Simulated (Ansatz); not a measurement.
Compare A (`BOC`) with its isomer B (`CBO`).

Isolated molecules relaxed with PBE0-D4/def2-TZVP in Ansatz; ΔE leaves out vibrations. CBS: MP2 limit from def2 TZ/QZ plus the TZ coupled-cluster correction, frozen cores. Functionals use def2-TZVPP. B3LYP here is the variant with VWN-RPA as its local correlation; programs differ in this. Each species was taken in one conformer, which may not be the lowest.

Task: Which is lower in electronic energy at CCSD(T)/CBS, and by how much? (An estimate is asked.)

Result: Ansatz gave: B, by 102.2 kJ/mol.

Task: Give E(B) − E(A) in kJ/mol with PBE0-D4, B2PLYP, CCSD(T)/def2-SVP, LDA (SPW92), ωB97M-V, B3LYP-D4, PBE-D4. (An estimate is asked.)

Result: Computed: PBE0-D4 -104.0, B2PLYP -98.7, CCSD(T)/def2-SVP -94.8, LDA (SPW92) -105.3, ωB97M-V -102.4, B3LYP-D4 -96.3, PBE-D4 -101.9. None reverses the order clearly.

Task: Does the order hold for the free energy at 298.15 K (harmonic terms from PBE0-D4)? (An estimate is asked.)

Result: The calculation gave: Yes: G(B) − G(A) = -102.5 kJ/mol, for one conformer each.

Largest T1 diagnostic: 0.014.

From BLYP to BHLYP (50 % exact exchange), in def2-TZVPP and without D4, E(B) − E(A) moves by −3.2 kJ/mol. At CCSD(T), def2-SVP lies +7.4 kJ/mol from the extrapolated value and def2-TZVPP +2.2 kJ/mol.
